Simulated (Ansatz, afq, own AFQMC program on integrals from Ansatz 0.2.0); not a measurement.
# SiNH, quintet in cc-pVDZ, levels against CCSDT(Q)

```xyz
3

Si    0.0000    0.0330    0.6059
N     0.0000   -0.1138   -1.0890
H     0.0000    0.6631   -1.7496
```

Connectivity, by distances: Si–NH.

Basis cc-pVDZ. Noble-gas cores (and the filled d shells of Ga–Kr and In–Xe) are frozen. Ansatz 0.2.0 and our own AFQMC program on the same integrals; the CISD trial comes from CCSD amplitudes, and released means the phaseless constraint is let go. Error bars are statistical, one sigma.

Determinant: UHF, the one that the program's search chose, which needn't be the lowest solution. The geometry is a PBE0/def2-TZVP stationary point of this or a neighbouring charge and spin state.

No full CI on the walks' own integrals is used here; CCSDT(Q) serves as the reference and is uncertain by about the last step of the cluster series.

Cautions: another spin lies lower (by 5.93 eV); the released energies are still falling, so no released level is given (meV from the phaseless value at times in 1/Eh: -6 ± 3 at 0.24, -5.5 ± 2.2 at 0.51, -11 ± 3 at 0.99, -13.3 ± 2.1 at 1.62, -279 ± 267 at 2.40), though the last usable value meets CCSDT(Q) within the noise.

The T1 diagnostic is 0.0348, the weight of the determinant in the CISD state is 0.895 and the ⟨S²⟩ of the determinant is 6.014. The size of the correlated space is 10 electrons in 31 orbitals.

| level | correlation energy (eV) |
| --- | --- |
| MP2 | -4.5611 |
| CCSD | -5.2654 |
| CCSD(T) | -5.4051 |

(1) Estimate where phaseless AFQMC with the Hartree–Fock trial lies against CCSD(T) on the same integrals.

(1) 0.07 ± 0.48 kcal/mol above CCSD(T). The gap is under twice the noise, so this walk alone can't tell the two apart.

Reference: CCSDT(Q), correlation energy -5.442 eV.

```json
{"level": "CCSD(T)", "E − E(reference) (kcal/mol)": "0.85", "share of correlation (%)": "99.32"}
{"level": "CCSDT", "E − E(reference) (kcal/mol)": "0.27", "share of correlation (%)": "99.78"}
{"level": "ph-AFQMC/HF", "E − E(reference) (kcal/mol)": "0.92 ± 0.48", "share of correlation (%)": "99.27"}
{"level": "ph-AFQMC/CISD", "E − E(reference) (kcal/mol)": "0.30 ± 0.09", "share of correlation (%)": "99.76"}
```

A walk keeps the symmetry of its determinant, which the program's search chose and which needn't be the lowest solution, so a lower state of the same spin and another symmetry isn't excluded.
